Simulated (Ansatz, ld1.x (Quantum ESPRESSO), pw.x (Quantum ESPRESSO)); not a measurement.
# Al (bcc): variants of one TM potential in the solid

ld1.x (Quantum ESPRESSO) 7.5 input, shortened:

```
&input
   title='Al', zed=13., rel=1, dft='PBESOL', iswitch=3,
   config='[Ne] 3s1.5 3p1.5 3d-2'
 /
 &inputp
   pseudotype=2, tm=.true., lloc=0,
   nlcc=.false.
 /
3
3P  2  1   1.50   0.00  1.70  1.70  0.0
3D  3  2  -2.00   0.25  1.85  1.85  0.0
3S  1  0   1.50   0.00  2.10  2.10  0.0
 &test
   configts(1)='3s1.5 3p1.5'
 /
```

Crystal test: bcc Al in pw.x 7.5, no spin, 14³ k-points, Fermi–Dirac smearing 0.01 Ry, cutoffs set for each file from its atomic test. The reference is all-electron LAPW (Ansatz 0.2.0) with the same functional, mesh and smearing; V0 and B0 come from Birch–Murnaghan fits to the pressures at five volumes. Errors are pseudo minus all-electron; Δ is the rms difference of the E(V) curves that follow from these fits, minima aligned, over ±6 % about the mean V0. Mesh and smearing are coarse, so the numbers serve the comparison and aren't converged zero-temperature values; the lattice is a test structure that the element need not adopt.

All-electron: a0 = 3.215 Å (V0 = 16.61 Å³/atom), B0 = 72.6 GPa.

1 further variants are left out: they gave no file fit for a test, a broken result, the same result as the base, or pressures whose basis-set error rivals the error shown.

| change | cutoffs (Ry) | pw.x | a0 (Å) | a0 error (%) | B0 error (%) | Δ (meV/atom) | mean pressure error (GPa) |
| --- | --- | --- | --- | --- | --- | --- | --- |
| base | 45/180 | converged | 3.209 | -0.19 | -0.3 | 1.5 | -0.42 |
| wave 3p (bound): rc 1.70 bohr becomes 3p (bound): rc 1.44 bohr | 85/340 | converged | 3.207 | -0.25 | -0.1 | 2.0 | -0.56 |
| wave 3p (bound): rc 1.70 bohr becomes 3p (bound): rc 1.86 bohr | 40/160 | converged | 3.209 | -0.18 | -0.6 | 1.4 | -0.40 |
| wave 3p (bound): rc 1.70 bohr becomes 3p (bound): rc 2.18 bohr | 35/140 | converged | 3.209 | -0.18 | -0.8 | 1.5 | -0.41 |
| wave 3p (bound): rc 1.70 bohr becomes 3p (bound): rc 2.44 bohr | 35/140 | converged | 3.209 | -0.18 | -0.8 | 1.5 | -0.41 |
